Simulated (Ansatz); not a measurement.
The cluster Al2H3⁺. Total charge 1; singlet. Geometry relaxed at PBE-D4/def2-TZVP.

Cartesian coordinates in Å:
```
Al 0.582 1.419 0.007
Al -0.446 -1.082 -0.003
H -1.667 -1.206 0.987
H 1.191 2.888 0.010
H 0.340 -2.019 -1.000
```

The structure comes from a short search, and lower isomers may exist.

(1) Estimate the harmonic wavenumbers at RKS PBE-D4/def2-TZVP (Ansatz, unscaled). Is this a minimum?

Answers

(1) 244, 281, 308, 414, 507, 662, 1903, 1921, 1974 cm⁻¹. Yes, no mode is imaginary beyond noise. Zero-point energy 49.1 kJ/mol. Hardware: 2 threads of Intel Xeon Platinum 8488C on a shared host. Wall time 11 s.
